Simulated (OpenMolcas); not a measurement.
## Exact exchange and the HOMO–LUMO gap of MgO (magnesium oxide)

MgO: 2 atoms, total charge 0, spin state singlet. As SMILES, `[O]=[Mg]`. Geometry: relaxed at PBE0-D4/def2-TZVP.

The HOMO–LUMO gap y, in eV, basis aug-cc-pVTZ; a is the functional's share of exact exchange. Programs: OpenMolcas 26.06.

| functional | program | a | y (eV) |
| --- | --- | --- | --- |
| BLYP | OpenMolcas | 0 | 0.52 |
| revPBE | OpenMolcas | 0 | 0.53 |
| B3LYP | OpenMolcas | 0.2 | ? |
| PBE0 | OpenMolcas | 0.25 | 2.51 |
| BHLYP | OpenMolcas | 0.5 | 4.52 |

Q: Fit y = c + s·a to the known rows and predict B3LYP.

A: 
1. Means of the 4 rows: a = 0.1875, y = 2.020.
2. Σ(Δa)² = 0.17188, Σ(Δa·Δy) = 1.3725, so the slope is 1.3725/0.17188 = 7.9852.
3. Intercept: 2.020 − (7.9852) × 0.1875 = 0.523. The largest residual of the fit is 0.009.
4. B3LYP: 0.523 + (7.9852) × 0.2 = 2.12 eV.

The run gave 2.12 eV, so the prediction is off by 0.00 eV: they agree to the digits shown. Exact exchange lowers occupied levels and raises empty ones.
